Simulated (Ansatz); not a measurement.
# LiC+ (triplet): wave-function methods side by side, def2-TZVPP

The task here is to estimate one member of a computed series from the others.

The runs use Ansatz 0.2.0, Gaussian basis; def2-TZVPP, core rule «outside noble gas», up to 2 orbitals frozen.

The runs, in order: UHF; ROHF; CCSD(T) on UHF.

2 further runs of the same task are left out: 2 set aside as unsound or not needed.

### The geometry

The geometry is a PBE0/def2-TZVP stationary point (not a proven minimum).

2 atoms, charge 1, spin multiplicity 3.

Atoms are counted from 1 here; the program's logs count them from 0.

Bond lengths: C1–Li2 2.280 Å.

Geometry (Å):

```xyz
2
charge 1, multiplicity 3
C     0.00000    0.00000    0.00000
Li    0.00000    0.00000    2.28000
```

Set-up of the first run:

File in.yaml:

```yaml
crystal:
  periodic: [false, false, false]
  atoms:
    - {symbol: C, position_ang: [0.000000, 0.000000, 0.000000]}
    - {symbol: Li, position_ang: [0.000000, 0.000000, 2.280000]}
basis:
  gaussian: {orbitals: def2-TZVPP}
total_charge: 1
magnetization: {spin_polarized: true, initial_magnetization: 2}
hamiltonian: {xc: hf}
output: {orbitals: {seedname: orbitals}}
```

Command:

```sh
$ ansatz run in.yaml --threads 1 --pin off --events-out ev --progress --plain --max-ram 2816MiB --backend cpu
```

Steps of the session up to this table: UHF; ROHF; CCSD(T) on UHF.

One of the session's tables, all rows but one given; the rest of the session is left out.

```
  method  from UCCSD(T) (kJ/mol)
    ROHF                       ?
     UHF                  +229.1
    UMP2                   +57.9
   UCCSD                    +5.3
UCCSD(T)                       0
```

**Question.** Estimate the row for ROHF.

The run gave: from UCCSD(T) (kJ/mol): +240.8. In the column «from UCCSD(T) (kJ/mol)» it is the highest.
